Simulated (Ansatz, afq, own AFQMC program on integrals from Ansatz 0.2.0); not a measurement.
**NH$_{4}$⁺, triplet: AFQMC among the cluster methods**

```xyz
5

N     0.0000    0.0000    0.0000
H     0.5903    0.5923    0.5902
H    -0.5929   -0.5882    0.5917
H    -0.5890    0.5896   -0.5943
H     0.5916   -0.5937   -0.5876
```

Basis 6-31G. Noble-gas cores (and the filled d shells of Ga–Kr and In–Xe) are frozen. Ansatz 0.2.0 and our own AFQMC program on the same integrals; the CISD trial comes from CCSD amplitudes, and released means the phaseless constraint is let go. ± is one standard error of the sampling.

Determinant: UHF, the one that the program's search chose, which needn't be the lowest solution. The geometry is a PBE0/def2-TZVP stationary point of this or a neighbouring charge and spin state.

Full CI on the same integrals is exact in this basis and with this determinant's frozen core.

Cautions: another spin lies lower (by 14.90 eV); raised T1 diagnostic (T1 0.042, weight of the determinant 0.92, largest double 0.07); the released energy hasn't reached full CI (24 meV above it at 2.40 1/Eh), so no released level is given (meV from the phaseless value at times in 1/Eh: 3 ± 6 at 0.24, -7 ± 5 at 0.51, -2 ± 7 at 0.99, 6 ± 7 at 1.62, 6 ± 9 at 2.40).

```
T1 diagnostic                               : 0.0423
weight of the determinant in the CISD state : 0.922
⟨S²⟩ of the determinant                     : 2.006
size of the correlated space                : 8 electrons in 16 orbitals
```

```tsv
level	correlation energy (eV)
MP2	-2.5490
CCSD	-3.0247
CCSD(T)	-3.0659
```

Problem. Estimate where full CI lies against CCSD(T) on the same integrals.

Solution. 3.2 kJ/mol below CCSD(T).

Reference: full CI, correlation energy -3.099 eV.

```tsv
level	E − E(reference) (kJ/mol)	share of correlation (%)
CCSD(T)	3.2	98.92
CCSDT	0.8	99.72
CCSDT(Q)	0.1	99.95
CCSDTQ	0.0	99.99
ph-AFQMC/CISD	1.7 ± 0.5	99.43
```

CCSDT and higher add their correlation energy to the determinant of the CCSD(T) run, since their own runs factorise the integrals more tightly (a shift of under 2 meV).
